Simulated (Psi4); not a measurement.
Psi4 input (wB97X-D/6-311+G**):

```
memory 1500 MB

molecule {
0 1
C     0.01324194    0.81758858   -0.01276392
C     1.51567282    0.64569034   -0.01856739
Cl   -0.83444090   -0.78203684    0.01684244
H    -0.33330320    1.35547911    0.86643399
H    -0.34328722    1.32799722   -0.90426753
H     1.99427262    1.62844639   -0.03651866
H     1.85214717    0.11523649    0.87210240
H     1.84217733    0.08779363   -0.89608378
symmetry c1
no_reorient
no_com
}

set {
  basis 6-311+G**
  reference rks
  scf_type pk
  dft_radial_points 99
  dft_spherical_points 590
  e_convergence 1e-8
  d_convergence 1e-7
  maxiter 150
}

e = energy('wb97x-d')
print_out(f'\nFINAL {e:.10f} DIPOLE {variable("CURRENT DIPOLE")[0]:.6f} {variable("CURRENT DIPOLE")[1]:.6f} {variable("CURRENT DIPOLE")[2]:.6f}\n')
```

Problem. Predict the final energy.

Solution. -539.43334 Eh.
